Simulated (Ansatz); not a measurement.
# [BH2···H···NH], triplet: the ladder up to UCCSDT(Q)

Geometry: a point of a hydrogen-transfer path between rigid fragments, not a stationary point.

```csv
atom,x (Å),y (Å),z (Å)
B,-1.4955,0.0351,0.0000
H,-2.0922,1.0687,0.0000
H,-2.0922,-0.9985,0.0000
H,-0.0425,0.0351,0.0000
N,1.3425,0.0351,0.0000
H,1.6116,-0.9691,0.0000
```

Basis cc-pVDZ; Ansatz 0.2.0. Only valence electrons are correlated (noble-gas cores frozen), which leaves 12 electrons in 46 orbitals. Prefix R: restricted or restricted open-shell reference; prefix U: unrestricted. Active spaces: pair = (4e, 4o) about the gap.

Full CI isn't at hand for all of this; UCCSDT(Q) serves as the reference, and is uncertain by about the last step of the cluster series. The frozen core follows each run's orbitals, which can shift R against U totals by a few meV.

For open shells CISD is restricted-active-space CI with the open shells as a complete middle space.

The UHF ⟨S²⟩ is 2.045 and the T1 diagnostic (RCCSD) is 0.0308. The largest doubles amplitude (RCCSD) is 0.043. The T1 diagnostic (UCCSD) is 0.0167.

```
                level  E − E(UCCSDT(Q)) (kJ/mol)  share of correlation (%)  wall time
                  RHF                      728.7                      0.00          –
                  UHF                      693.3                      4.86          –
                 RMP2                      133.0                     81.75          –
                 UMP2                      133.1                     81.73          –
                 CISD                       73.1                     89.97       10 s
                RCCSD                       17.8                     97.55          –
                UCCSD                       17.1                     97.66          –
             RCCSD(T)                        3.5                     99.52      5.5 s
             UCCSD(T)                        3.5                     99.52      4.8 s
              BCCD(T)                        3.5                     99.52        6 s
               RCCSDT                        0.9                     99.87          –
               UCCSDT                        0.8                     99.89          –
            RCCSDT(Q)                        0.1                     99.99    1.8 min
  CASSCF (pair space)                      663.4                      8.97          –
  NEVPT2 (pair space)                      122.6                     83.17      1.8 s
  MRCISD (pair space)                       61.3                     91.58          –
MRCISD+Q (pair space)                        5.8                     99.21      2.5 s
```

The correlation energy at UCCSDT(Q), counted from RHF, is -7.552 eV. That run took 94 s on 1 thread of Arm Neoverse N1, shared host.

Times hold each run's SCF and search for its determinant on a shared host, so for small cases they say little of a method's own cost; they ran on 1 thread of Arm Neoverse N1.
